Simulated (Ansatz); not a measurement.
Two structures of BNH$_{6}$, closed shell, reached by relaxing down either side of one saddle point (PBE0-D4/def2-TZVP). Energies are electronic, without zero-point energy. Program: Ansatz 0.2.0. Basis: def2-TZVPP and def2-QZVPP. Cores are frozen in the correlated methods. Extrapolation: Hartree–Fock as exp(−7.88 √X), correlation as X^−2.97. First:

B1  (-0.455, -0.901, 0.903)
N2  (-0.108, 0.427, 0.713)
H3  (0.385, -1.675, 1.261)
H4  (-1.586, -1.240, 0.702)
H5  (0.731, 0.597, -2.109)
H6  (0.977, 0.879, -2.756)
H7  (-0.763, 1.131, 0.418)
H8  (0.820, 0.782, 0.868)
(Å)

Second:

| atom | x (Å) | y (Å) | z (Å) |
| --- | --- | --- | --- |
| B1 | -0.0629 | -0.7505 | -0.3614 |
| N2 | 0.0605 | 0.7219 | 0.3476 |
| H3 | 0.2580 | -1.5458 | 0.4955 |
| H4 | -1.2241 | -0.8480 | -0.6956 |
| H5 | -0.1841 | 1.4596 | -0.3049 |
| H6 | 0.7052 | -0.7194 | -1.2988 |
| H7 | -0.5603 | 0.7920 | 1.1473 |
| H8 | 1.0078 | 0.8902 | 0.6703 |

**Question.** Which bonds change from the first to the second?

**Answer.** BNH₄ ([BH2][NH2]) + H₂ → BH₃ + NH₃ (still joined by a long B–N bond); bonds formed: B1–H6, N2–H5; bonds broken: H5–H6; bonds weakened to dative contacts: B1–N2.

**Question.** Give the saddle point's structure and its height above each. (To be estimated.)

**Answer.** Computed: 1.745 eV above the first and 1.739 eV above the second (CCSD(T) at an estimated basis limit (MP2 extrapolated from triple and quadruple zeta, plus CCSD(T) − MP2 in triple zeta)).
B1  (-0.089, -0.638, -0.182)
N2  (0.007, 0.745, 0.556)
H3  (0.742, -1.438, 0.141)
H4  (-1.205, -1.008, -0.412)
H5  (0.334, 0.528, -0.767)
H6  (0.347, -0.233, -1.404)
H7  (-0.855, 1.196, 0.811)
H8  (0.720, 0.848, 1.258)
(Å)

No T1 diagnostic of these runs exceeds 0.014.

Labels in which every atom is bracketed show which atoms are joined, not bond orders.

For scale, one of the runs: CCSD(T)/def2-TZVPP, 146 basis functions, launched by `ansatz run in.yaml --threads 2 --pin off --events-out ev --progress --plain --max-ram 4352MiB`. Time: 9 s of wall clock on 2 CPU threads of an Arm Neoverse V2; the host was shared. Peak host memory: 0.9 GiB.
